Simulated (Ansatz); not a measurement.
This script for the Python package of Ansatz (0.2.0) starts 4 runs on CH6NSi, SMILES NC[SiH2]. What input does the engine get in each?

Script `methods_ch6nsi.py`:
```python
"""One geometry of CH6NSi, method by method."""

from pathlib import Path
import warnings

import ansatz as az
import numpy as np


def main() -> None:
    warnings.simplefilter("ignore", az.DeckWarning)

    geometry_ang = [
        ("N", (-1.0331, 0.5063, -0.4205)),
        ("C", (-0.2502, -0.1945, 0.5896)),
        ("Si", (1.559, -0.1887, 0.1127)),
        ("H", (-1.0553, -0.0843, -1.2838)),
        ("H", (-2.0185, 0.562, -0.0751)),
        ("H", (-0.3569, 0.3202, 1.5681)),
        ("H", (-0.6021, -1.2442, 0.6913)),
        ("H", (1.7277, -0.8762, -1.1762)),
        ("H", (2.0293, 1.1994, -0.0061)),
    ]
    system = az.Crystal.molecule()
    for symbol, xyz in geometry_ang:
        system = system.atom(symbol, xyz)

    base = (
        system.calculation()
        .basis(gaussian="cc-pVDZ")  # atom-centred Gaussian functions
        .spin("collinear", total=1)  # two spin channels
    )

    print("functional    E (Ha)        dipole (D)   HOMO (eV)  LUMO (eV)")
    for name in ["hse06", "lc_wpbe", "r2scan", "hf"]:
        rep = base.functional(name).forces().orbitals().run(runs_dir="runs").report
        lines = Path(rep["orbitals_path"]).read_text().splitlines()
        field_of = lambda key: [line.split("=")[1].strip() for line in lines if line.startswith(key)]
        orbitals = [(27.211386 * float(e), s, float(n)) for e, s, n in zip(field_of("Ene="), field_of("Spin="), field_of("Occup="))]
        homo = max(e for e, _, n in orbitals if n > 0.5)
        lumo = min(e for e, _, n in orbitals if n < 0.5)
        dipole = 4.803205 * np.linalg.norm(rep["charge_distribution"]["dipole_moment_e_ang"])
        print(f"{name:10s} {rep['free_energy_ev'] / 27.211386246:14.6f} {dipole:9.3f} {homo:11.3f} {lumo:10.3f}")


if __name__ == "__main__":
    main()
```

Run 1:
```yaml
crystal:
  periodic: [false, false, false]
  atoms:
    - { symbol: "N", position_ang: [-1.0331, 0.5063, -0.4205] }
    - { symbol: C, position_ang: [-0.2502, -0.1945, 0.5896] }
    - { symbol: Si, position_ang: [1.559, -0.1887, 0.1127] }
    - { symbol: H, position_ang: [-1.0553, -0.0843, -1.2838] }
    - { symbol: H, position_ang: [-2.0185, 0.562, -0.0751] }
    - { symbol: H, position_ang: [-0.3569, 0.3202, 1.5681] }
    - { symbol: H, position_ang: [-0.6021, -1.2442, 0.6913] }
    - { symbol: H, position_ang: [1.7277, -0.8762, -1.1762] }
    - { symbol: H, position_ang: [2.0293, 1.1994, -0.0061] }
basis:
  gaussian:
    orbitals: cc-pVDZ
hamiltonian:
  xc: hse06
magnetization:
  spin_polarized: true
  initial_magnetization: 1.0
output:
  orbitals: {}
  forces: true
```

Run 2, against run 1:
```diff
-  xc: hse06
+  xc: lc_wpbe
```

Run 3, against run 1:
```diff
-  xc: hse06
+  xc: r2scan
```

Run 4, against run 1:
```diff
-  xc: hse06
+  xc: hf
```

`python methods_ch6nsi.py` gives:
```text
functional    E (Ha)        dipole (D)   HOMO (eV)  LUMO (eV)
hse06         -385.640017     1.839      -5.475     -2.495
lc_wpbe       -385.739049     1.829      -8.546      0.264
r2scan        -385.803780     1.845      -5.063     -2.596
hf            -384.685206     1.829      -8.772      1.696
```

What to keep in mind:
- Total energies depend on the basis set; only differences at equal settings carry meaning.
- The geometry is a force-field or estimated start, not a minimum of this method, and the basis set is short of its limit. A lower total doesn't mark the better method: functionals have no common bound, and MP2 and coupled cluster aren't variational.
- The species is open-shell (spin multiplicity 2).
- Levels such as HOMO and LUMO are orbital energies: with these approximate functionals they aren't the ionisation energy and electron affinity, and their gap isn't the fundamental gap.
- For Al to Cl the sets with a tight d function, cc-pV(X+d)Z, are usual.
- hse06 follows the composition of plane-wave codes, whose totals differ by tens of mHa, up to about 0.1 Ha, from the form usual in Gaussian-basis programs (wpbeh).
- Hardware and time: 16 s on 1 thread of AMD EPYC 7R43 64-Core Processor (Zen 3) (shared host), peak memory 0.25 GiB.
